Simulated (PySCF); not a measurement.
Formaldehyde, CH₂O.
SMILES: `C=O`

Computed with PBE/6-31+G* geometry optimisation, gas phase in PySCF.

Masses are those of the commonest isotopes; rigid-rotor values at the optimised geometry. 

(1) What are A, B and C (cm⁻¹)?

(2) What kind of rotor is it?

(3) Is it planar, by Δ = Ic − Ia − Ib?

(4) List the rotational levels J(Ka,Kc) to J = 5 (K).

(5) Which lines would a microwave search look for?

Results:

(1) Ia = 1.82, Ib = 13.30, Ic = 15.11 u·Å²; 505379 MHz·u·Å²/I gives 277940, 38010 and 33437 MHz, that is A = 9.27107, B = 1.26788, C = 1.11534 cm⁻¹.

(2) A near-prolate asymmetric top: κ = (2 × 38010 − 277940 − 33437)/(277940 − 33437) = -0.96.

(3) Planar: Δ = Ic − Ia − Ib = 0.00 u·Å². For a rigid frame Δ = −2 Σ m c², so it vanishes when all atoms lie in the ab plane; here none is more than 0.01 Å from it.

(4) Above 0(0,0), as E/k:
J = 1: 1(0,1) 3.429, 1(1,1) 14.944, 1(1,0) 15.163
J = 2: 2(0,2) 10.284, 2(1,2) 21.582, 2(1,1) 22.240, 2(2,1) 56.785, 2(2,0) 56.788
J = 3: 3(0,3) 20.558, 3(1,3) 31.538, 3(1,2) 32.854, 3(2,2) 67.072, 3(2,1) 67.087, 3(3,1) 125.196, 3(3,0) 125.196
J = 4: 4(0,4) 34.243, 4(1,4) 44.808, 4(1,3) 47.003, 4(2,3) 80.785, 4(2,2) 80.832, 4(3,2) 138.918, 4(3,1) 138.918, 4(4,1) 220.284, 4(4,0) 220.284
J = 5: 5(0,5) 51.325, 5(1,5) 61.391, 5(1,4) 64.682, 5(2,4) 97.923, 5(2,3) 98.031, 5(3,3) 156.073, 5(3,2) 156.074, 5(4,2) 237.436, 5(4,1) 237.436, 5(5,1) 342.050, 5(5,0) 342.050

(5) The dipole components are |μa| = 2.36 D, |μb| = 0.00 D, |μc| = 0.00 D; the symmetry axis of this C2v structure is a, so μb and μc vanish by symmetry and there are no b-type or c-type lines. Some lines, for components of 0.1 D or more:

| type | branch | J(Ka,Kc) | MHz | lower level (cm⁻¹) |
| --- | --- | --- | --- | --- |
| a | Q | 3(2,1) ← 3(2,2) | 324 | 46.617 |
| a | Q | 4(2,2) ← 4(2,3) | 970 | 56.148 |
| a | Q | 1(1,0) ← 1(1,1) | 4573 | 10.386 |
| a | Q | 2(1,1) ← 2(1,2) | 13718 | 15.000 |
| a | Q | 3(1,2) ← 3(1,3) | 27436 | 21.920 |
| a | Q | 4(1,3) ← 4(1,4) | 45723 | 31.143 |
| a | R | 1(0,1) ← 0(0,0) | 71447 | 0.000 |
| a | R | 2(1,2) ← 1(1,1) | 138322 | 10.386 |
| a | R | 2(0,2) ← 1(0,1) | 142830 | 2.383 |
| a | R | 2(1,1) ← 1(1,0) | 147467 | 10.539 |
| a | R | 3(1,3) ← 2(1,2) | 207442 | 15.000 |
| a | R | 3(0,3) ← 2(0,2) | 214083 | 7.148 |
| a | R | 3(2,2) ← 2(2,1) | 214341 | 39.467 |
| a | R | 3(2,1) ← 2(2,0) | 214600 | 39.470 |
| a | R | 3(1,2) ← 2(1,1) | 221160 | 15.458 |
| a | R | 4(1,4) ← 3(1,3) | 276515 | 21.920 |
| a | R | 4(0,4) ← 3(0,3) | 285142 | 14.289 |
| a | R | 4(2,3) ← 3(2,2) | 285738 | 46.617 |
| a | R | 4(3,2) ← 3(3,1) | 285916 | 87.016 |
| a | R | 4(3,1) ← 3(3,0) | 285920 | 87.016 |
| a | R | 4(2,2) ← 3(2,1) | 286385 | 46.628 |
| a | R | 4(1,3) ← 3(1,2) | 294803 | 22.835 |

Not checked by PBE/6-31+G* frequencies. Zero-point vibration and centrifugal distortion are left out.

The run took 1.6 s on an Arm Neoverse V2 with one thread, shared host with 192 logical CPUs at a one-minute load of 24, and the process peaked at 0.24 GiB of memory. This is the geometry optimisation.
